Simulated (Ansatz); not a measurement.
# LiC− (triplet): from Hartree-Fock to the top rungs, 6-31++G**

The task here is to estimate one member of a computed series from the others.

The runs use Ansatz 0.2.0, Gaussian basis; 6-31++G**, core rule «outside noble gas», up to 2 orbitals frozen.

To be run: UHF; CCSD(T) on ROHF; CCSD(T) on UHF; BCCD(T) on ROHF; CISD; CCSDT(Q) on ROHF; CCSDT(Q) on UHF; Full CI.

24 further runs of the same task are left out: 10 for a known fault of the program, 2 that didn't finish, 12 set aside as unsound or not needed.

## The system

The geometry is a PBE0/def2-TZVPD stationary point (not a proven minimum).

2 atoms, charge -1, spin multiplicity 3.

Atoms are counted from 1 here; the program's logs count them from 0.

Bond lengths: C1–Li2 2.011 Å.

The first run:

in.yaml

```yaml
crystal:
  periodic: [false, false, false]
  atoms:
    - {symbol: C, position_ang: [0.000000, 0.000000, 0.000000]}
    - {symbol: Li, position_ang: [0.000000, 0.000000, 2.011200]}
basis:
  gaussian: {orbitals: "6-31++G**"}
total_charge: -1
magnetization: {spin_polarized: true, initial_magnetization: 2}
hamiltonian: {xc: hf}
output: {orbitals: {seedname: orbitals}}
```

Started as:

```bash
$ ansatz run in.yaml --threads 1 --pin off --events-out ev --progress --plain --max-ram 2393MiB
```

Steps of the session up to this table: UHF; CCSD(T) on ROHF; CCSD(T) on UHF; BCCD(T) on ROHF; CISD; CCSDT(Q) on ROHF; CCSDT(Q) on UHF; Full CI.

One table of the session follows, with a row left open; its other results are not shown here.

```
   method  from FCI (meV)
      UHF         +2519.2
     RMP2         +1708.9
     UMP2          +533.7
     CISD         +1288.2
    RCCSD          +116.7
    UCCSD           +83.2
 RCCSD(T)           +32.0
 UCCSD(T)           +17.9
  BCCD(T)           +20.0
   RCCSDT            +1.7
   UCCSDT            -0.9
RCCSDT(Q)            -6.6
UCCSDT(Q)               ?
      FCI               0
```

Q: Estimate the row for UCCSDT(Q) from the others.

As computed: from FCI (meV): -4.2. In the column «from FCI (meV)» it lies between RCCSDT(Q) (-6.6) and UCCSDT (-0.9).

Left out of the table: ROHF (another determinant or state than the rows shown).

To keep in mind: The determinant is far from a pure spin state, so its energy mixes those of several spin states (harmless only where they are near-degenerate, as at dissociation). The program flags RCCSDT(Q), UCCSDT(Q) as in doubt, so those rows may rest on another solution; read them beside their warnings. RCCSDT(Q), UCCSDT(Q) fall below full CI: unrestricted runs freeze a spin-polarised core, another one than full CI's, and coupled cluster isn't variational. Levels on UHF freeze UHF's core orbitals, full CI those of ROHF, so the U rows can settle a little off it for that reason alone. Restricted and unrestricted rows rest on different reference determinants; where their highest levels disagree by more than a few hundredths of an eV, they describe different states and don't form one ladder.
